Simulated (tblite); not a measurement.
Species: C2H6OP2.
Atom-mapped SMILES: `[CH3:1][O:2]/[CH:3]=[P:4]/[PH2:5]` (hydrogens: H6, H7, H8 on C1; H9 on C3; H10, H11 on P5)

Structure optimised with GFN2-xTB, isolated species.

**Question.** What internal coordinates does the optimisation give?

**Answer.** 
| bond | length (Å) |
| --- | --- |
| C1–O2 | 1.407 |
| O2–C3 | 1.332 |
| C3=P4 | 1.693 |
| P4–P5 | 2.157 |
| C1–H6, C1–H7, C1–H8 | 1.093 |
| C3–H9 | 1.085 |
| P5–H10, P5–H11 | 1.394 |

Bonds in one row agree within 0.01 Å and their mean is given. A selection of angles:
| angle | degrees |
| --- | --- |
| O2–C1–H6 | 106.9 |
| O2–C1–H7 | 110.5 |
| O2–C1–H8 | 110.5 |
| H6–C1–H7 | 110.4 |
| H7–C1–H8 | 108.3 |
| C1–O2–C3 | 116.4 |
| O2–C3–P4 | 126.4 |
| O2–C3–H9 | 110.9 |
| P4–C3–H9 | 122.7 |
| C3–P4–P5 | 96.7 |
| P4–P5–H10 | 94.7 |
| H10–P5–H11 | 91.2 |

Dihedral angles: C1–O2–C3–P4 0° (synperiplanar); O2–C3–P4–P5 -179° (antiperiplanar). The mirror-image conformer, all signs reversed, is as good.

O2 (ether oxygen) is bent (angle 116.4°). P4 (phosphorus bonded to C and P) is bent (angle 96.7°). The C–O distances run from 1.332 Å (O2–C3, drawn single) to 1.407 Å (C1–O2, drawn single), a spread of 0.075 Å. The 5 heavy atoms lie in one plane (0.003 Å rms). P5 (three-coordinate phosphorus) is pyramidal (angles 94.9°, 94.7° and 91.2°, sum 280.8°, 0.85 Å off the plane of its three neighbours). Of the pairs four or more bonds apart, P4···H7 is among the closest relative to their van der Waals radii: 2.81 Å, 94 % of the sum of Bondi's values.

Point group: near Cs, missed by 0.13 Å at most; the miss may be what the optimiser left on a soft mode. Its GFN2-xTB frequencies are all real (lowest 93 cm⁻¹). The numbers are those of one conformer (C1–O2–C3–P4 0°, C3–P4–P5–H -136° and 132°).

The numbers are calculated, not measured.
